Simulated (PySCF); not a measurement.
**Broadened absorption spectrum of C5H9F**

C5H9F.
Geometry (PBE0-D3(BJ)/def2-SVP, Å), atoms numbered from 1 in this order:
```
atom  x, y, z in Å
C1     2.067    0.017    0.795
C2     1.177    0.988    0.095
C3     0.019    0.721   -0.512
F4    -0.649    1.738   -1.090
C5    -0.712   -0.569   -0.663
C6    -2.100   -0.541   -0.028
H7     1.657   -1.003    0.806
H8     3.060   -0.027    0.317
H9     2.235    0.318    1.842
H10    1.495    2.036    0.063
H11   -0.807   -0.777   -1.744
H12   -0.107   -1.382   -0.239
H13   -2.707    0.268   -0.458
H14   -2.628   -1.491   -0.196
H15   -2.034   -0.372    1.057
```

Computed, not measured: TDDFT CAM-B3LYP/def2-SVPD, vertical, gas phase, core orbitals frozen in the response in PySCF 2.14.0, density-fitted response routines.

Computed states:

```tsv
state	E (eV)	f
S1	6.68	0.035
S2	7.13	0.336
S3	7.45	0.124
S4	7.56	0.016
S5	8.00	0.0046
S6	8.48	0.013
S7	8.69	0.0035
S8	8.72	0.0058
S9	8.96	0.045
S10	9.15	0.033
```

Each state is given a Gaussian of 0.3 eV full width at half maximum, with ε(max) = 2.175×10⁸ f / Δν̃ (Δν̃ the width in cm⁻¹). The width is an assumption, not a result. The curve ends short of the highest state used, and states not computed would add to its high-energy end.

**Question.** Give the broadened spectrum and its maxima.

**Answer.** 
```json
{"E (eV)": "6.23", "ε (L mol⁻¹ cm⁻¹)": "6"}
{"E (eV)": "6.28", "ε (L mol⁻¹ cm⁻¹)": "21"}
{"E (eV)": "6.32", "ε (L mol⁻¹ cm⁻¹)": "53"}
{"E (eV)": "6.36", "ε (L mol⁻¹ cm⁻¹)": "124"}
{"E (eV)": "6.40", "ε (L mol⁻¹ cm⁻¹)": "261"}
{"E (eV)": "6.44", "ε (L mol⁻¹ cm⁻¹)": "500"}
{"E (eV)": "6.49", "ε (L mol⁻¹ cm⁻¹)": "981"}
{"E (eV)": "6.53", "ε (L mol⁻¹ cm⁻¹)": "1504"}
{"E (eV)": "6.57", "ε (L mol⁻¹ cm⁻¹)": "2091"}
{"E (eV)": "6.61", "ε (L mol⁻¹ cm⁻¹)": "2637"}
{"E (eV)": "6.65", "ε (L mol⁻¹ cm⁻¹)": "3025"}
{"E (eV)": "6.70", "ε (L mol⁻¹ cm⁻¹)": "3182"}
{"E (eV)": "6.74", "ε (L mol⁻¹ cm⁻¹)": "3099"}
{"E (eV)": "6.78", "ε (L mol⁻¹ cm⁻¹)": "3040"}
{"E (eV)": "6.82", "ε (L mol⁻¹ cm⁻¹)": "3346"}
{"E (eV)": "6.86", "ε (L mol⁻¹ cm⁻¹)": "4447"}
{"E (eV)": "6.91", "ε (L mol⁻¹ cm⁻¹)": "7546"}
{"E (eV)": "6.95", "ε (L mol⁻¹ cm⁻¹)": "11626"}
{"E (eV)": "6.99", "ε (L mol⁻¹ cm⁻¹)": "16863"}
{"E (eV)": "7.03", "ε (L mol⁻¹ cm⁻¹)": "22475"}
{"E (eV)": "7.07", "ε (L mol⁻¹ cm⁻¹)": "27307"}
{"E (eV)": "7.12", "ε (L mol⁻¹ cm⁻¹)": "30541"}
{"E (eV)": "7.16", "ε (L mol⁻¹ cm⁻¹)": "30192"}
{"E (eV)": "7.20", "ε (L mol⁻¹ cm⁻¹)": "27559"}
{"E (eV)": "7.24", "ε (L mol⁻¹ cm⁻¹)": "23677"}
{"E (eV)": "7.28", "ε (L mol⁻¹ cm⁻¹)": "19797"}
{"E (eV)": "7.33", "ε (L mol⁻¹ cm⁻¹)": "16297"}
{"E (eV)": "7.37", "ε (L mol⁻¹ cm⁻¹)": "14820"}
{"E (eV)": "7.41", "ε (L mol⁻¹ cm⁻¹)": "14078"}
{"E (eV)": "7.45", "ε (L mol⁻¹ cm⁻¹)": "13415"}
{"E (eV)": "7.49", "ε (L mol⁻¹ cm⁻¹)": "12321"}
{"E (eV)": "7.54", "ε (L mol⁻¹ cm⁻¹)": "10121"}
{"E (eV)": "7.58", "ε (L mol⁻¹ cm⁻¹)": "7928"}
{"E (eV)": "7.62", "ε (L mol⁻¹ cm⁻¹)": "5720"}
{"E (eV)": "7.66", "ε (L mol⁻¹ cm⁻¹)": "3804"}
{"E (eV)": "7.71", "ε (L mol⁻¹ cm⁻¹)": "2053"}
{"E (eV)": "7.75", "ε (L mol⁻¹ cm⁻¹)": "1176"}
{"E (eV)": "7.79", "ε (L mol⁻¹ cm⁻¹)": "675"}
{"E (eV)": "7.83", "ε (L mol⁻¹ cm⁻¹)": "437"}
{"E (eV)": "7.87", "ε (L mol⁻¹ cm⁻¹)": "362"}
{"E (eV)": "7.92", "ε (L mol⁻¹ cm⁻¹)": "376"}
{"E (eV)": "7.96", "ε (L mol⁻¹ cm⁻¹)": "406"}
{"E (eV)": "8.00", "ε (L mol⁻¹ cm⁻¹)": "417"}
{"E (eV)": "8.04", "ε (L mol⁻¹ cm⁻¹)": "395"}
{"E (eV)": "8.08", "ε (L mol⁻¹ cm⁻¹)": "344"}
{"E (eV)": "8.13", "ε (L mol⁻¹ cm⁻¹)": "267"}
{"E (eV)": "8.17", "ε (L mol⁻¹ cm⁻¹)": "222"}
{"E (eV)": "8.21", "ε (L mol⁻¹ cm⁻¹)": "218"}
{"E (eV)": "8.25", "ε (L mol⁻¹ cm⁻¹)": "271"}
{"E (eV)": "8.29", "ε (L mol⁻¹ cm⁻¹)": "391"}
{"E (eV)": "8.34", "ε (L mol⁻¹ cm⁻¹)": "625"}
{"E (eV)": "8.38", "ε (L mol⁻¹ cm⁻¹)": "850"}
{"E (eV)": "8.42", "ε (L mol⁻¹ cm⁻¹)": "1069"}
{"E (eV)": "8.46", "ε (L mol⁻¹ cm⁻¹)": "1246"}
{"E (eV)": "8.50", "ε (L mol⁻¹ cm⁻¹)": "1356"}
{"E (eV)": "8.55", "ε (L mol⁻¹ cm⁻¹)": "1408"}
```

Maxima: 185 nm (6.70 eV), ε about 3200, made up of S1 (97%) (hardly more than a shoulder); 174 nm (7.13 eV), ε about 31000, made up of S2 (98%); 155 nm (7.99 eV), ε about 420, made up of S5 (99%) (ε in L mol⁻¹ cm⁻¹; maxima over ε = 5, shares over 10%). At its high-energy end, 8.55 eV, the curve is still rising (ε about 1400, from S6, S7 and S8).

**Question.** On this curve, what absorbance would a 10⁻³ mol/L sample give at 193 nm over a 1 cm path?

**Answer.** 193 nm is 6.424 eV, where ε is about 390 L mol⁻¹ cm⁻¹, so A = ε c l ≈ 0.39 (Beer–Lambert, with the gas-phase spectrum and the assumed width).

**Question.** What would ε be at 7.13 eV, the highest of these maxima, with half the width (0.15 eV)?

**Answer.** About 60400 L mol⁻¹ cm⁻¹ against 30700, a factor of about 1.96; a lone state at its own centre would give exactly 2.

**Question.** Coming from long wavelengths, where does ε first pass 100 L mol⁻¹ cm⁻¹?

**Answer.** At about 195 nm (6.35 eV), 0.33 eV below S1.

From S10 up the states lie above the vertical ionisation energy of 9.09 eV (ΔSCF), that is within the continuum, which a finite basis only mimics.

One conformer stands for the species.
